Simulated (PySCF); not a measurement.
## Nonlinear optical response: `CC#CCCO`, C₅H₈O

Geometry (Å), atoms numbered from 1 in this order:
```xyz
14

C     3.2178   -0.2416    0.0853
C     1.8322    0.1888   -0.0144
C     0.6824    0.5636   -0.1028
C    -0.7156    0.9628   -0.1901
C    -1.6843   -0.1321    0.2656
O    -3.0176    0.2877    0.2197
H     3.3964   -0.8008    1.0171
H     3.4952   -0.8962   -0.7558
H     3.9028    0.6208    0.0776
H    -0.9554    1.2447   -1.2321
H    -0.8988    1.8631    0.4205
H    -1.5077   -1.0479   -0.3320
H    -1.4669   -0.3927    1.3126
H    -3.2576    0.4260   -0.7022
```

Theory: quadratic response CAM-B3LYP/def2-TZVPD first hyperpolarisability, Taylor convention, gas phase in PySCF. Geometry: PBE0-D3(BJ)/def2-SVP.

Q: Give β for the processes computed.

A: In au, Taylor convention; the vector part is βᵢ = ⅓ Σⱼ (βᵢⱼⱼ + βⱼᵢⱼ + βⱼⱼᵢ); β∥ is 3/5 of the vector part along the dipole, the dipole points from − to +:
| process | λ (nm) | β vector norm | β∥ | β HRS | depolarisation ratio |
| --- | --- | --- | --- | --- | --- |
| static β(0;0,0) | ∞ | 66.2 | -36.0 | 29.7 | 3.96 |
| second harmonic β(−2ω;ω,ω) | 1907 | 67.3 | -36.8 | 30.4 | 3.90 |
| Pockels β(−ω;ω,0) | 1907 | 66.6 | -36.3 | – | – |
| second harmonic β(−2ω;ω,ω) | 1064 | 69.8 | -38.4 | 32.2 | 3.76 |
| Pockels β(−ω;ω,0) | 1064 | 67.4 | -36.8 | – | – |

Q: Which lowest excitations, dipole and polarisabilities go with it?

A: S1 6.40 eV (f = 0.001); S2 6.47 eV (f = 0.007); S3 6.53 eV (f = 0.006); dipole 1.74 D; isotropic α 68.2 au static, 68.4 au at 1907 nm, 68.8 au at 1064 nm, 69.0 au at 953.5 nm, 70.7 au at 532 nm.
